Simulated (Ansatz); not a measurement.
# SiH3+ (SMILES [SiH3+]): single points off equilibrium

An exercise on one series of results from a longer session: the logs are not shown, and one member is left open.

Method: single points in def2-TZVPP; program: Ansatz 0.2.0, Gaussian basis.

Cores are frozen in the correlated methods.

### The starting structure

4 atoms, charge 1, spin multiplicity 1.

Atoms are counted from 1 here; the program's logs count them from 0.

Bond lengths: Si1–H2 1.234 Å, Si1–H3 1.481 Å, Si1–H4 1.403 Å. Angles: H2–Si1–H3 110.7°, H2–Si1–H4 129.1°, H3–Si1–H4 119.9°.

Coordinates:

```xyz
4
H3Si
Si    0.05690    0.10140   -0.03070
H     0.74540    0.53930    0.89500
H    -0.01270   -1.37740    0.02380
H    -0.50000    0.78770   -1.11990
```

The first run:

run/in.yaml reads:

```yaml
crystal:
  periodic: [false, false, false]
  atoms:
    - {symbol: Si, position_ang: [0.056900, 0.101400, -0.030700]}
    - {symbol: H, position_ang: [0.745400, 0.539300, 0.895000]}
    - {symbol: H, position_ang: [-0.012700, -1.377400, 0.023800]}
    - {symbol: H, position_ang: [-0.500000, 0.787700, -1.119900]}
basis:
  gaussian: {orbitals: def2-TZVPP}
total_charge: 1
correlation: {method: ccsd_t}
output: {forces: true}
```

The command line of these runs was not kept.

Among the steps run: CCSD(T)/def2-TZVPP; PBE0-D4/def2-TZVPP; wB97M-V/def2-TZVPP; r2SCAN-D4/def2-TZVPP; PBE-D4/def2-TZVPP; CAM-B3LYP-D4/def2-TZVPP; BLYP-D4/def2-TZVPP.

One of the session's tables, all rows but one given; the rest of the session is left out.

```
      method  RMS force component (eV/Å)  angle to CCSD(T) forces (°)
     CCSD(T)                       3.115                    reference
     PBE0-D4                       3.132                          1.2
     wB97M-V                       3.067                          0.7
   r2SCAN-D4                           ?                            ?
      PBE-D4                       3.148                          2.8
CAM-B3LYP-D4                       3.080                          0.1
     BLYP-D4                       3.093                          1.7
```

Estimate the missing values for r2SCAN-D4.

The run gave: RMS force component (eV/Å): 3.114; angle to CCSD(T) forces (°): 0.8. In the column «RMS force component (eV/Å)» it lies between BLYP-D4 (3.093) and CCSD(T) (3.115).
